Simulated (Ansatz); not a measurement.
System: fcc Cu. Method: LDA in Ansatz (plane waves, PAW).

Run with plane-wave cutoff 520 eV, 18×18×18 k mesh, Fermi–Dirac smearing 0.1 eV, perturbation theory, force constants from a 6×6×6 q mesh, no spin polarisation, scalar-relativistic PAW data made under PBE.

Quasi-harmonic results against temperature at zero pressure (zero-point motion included, B isothermal):

```json
[
 {"T (K)": "100", "a (Å)": "3.5260", "linear α (10⁻⁶/K)": "8.39", "B (GPa)": "183.6", "C_P (J/K per mol of atoms)": "14.99", "Grüneisen γ": "2.05"},
 {"T (K)": "200", "a (Å)": "3.5299", "linear α (10⁻⁶/K)": "12.76", "B (GPa)": "179.7", "C_P (J/K per mol of atoms)": "22.13", "Grüneisen γ": "2.09"},
 {"T (K)": "600", "a (Å)": "3.5510", "linear α (10⁻⁶/K)": "16.31", "B (GPa)": "162.0", "C_P (J/K per mol of atoms)": "26.56", "Grüneisen γ": "2.14"},
 {"T (K)": "700", "a (Å)": "3.5569", "linear α (10⁻⁶/K)": "16.92", "B (GPa)": "157.3", "C_P (J/K per mol of atoms)": "27.08", "Grüneisen γ": "2.15"},
 {"T (K)": "800", "a (Å)": "3.5631", "linear α (10⁻⁶/K)": "17.55", "B (GPa)": "152.5", "C_P (J/K per mol of atoms)": "27.60", "Grüneisen γ": "2.16"},
 {"T (K)": "900", "a (Å)": "3.5694", "linear α (10⁻⁶/K)": "18.23", "B (GPa)": "147.6", "C_P (J/K per mol of atoms)": "28.14", "Grüneisen γ": "2.17"},
 {"T (K)": "1000", "a (Å)": "3.5761", "linear α (10⁻⁶/K)": "18.96", "B (GPa)": "142.6", "C_P (J/K per mol of atoms)": "28.70", "Grüneisen γ": "2.19"}
]
```

The crystal is taken as a harmonic solid at every temperature: melting, phase changes and anharmonicity beyond the change of volume are not seen, nor the electrons' share in a metal.

Ansatz is a program for electronic structure.
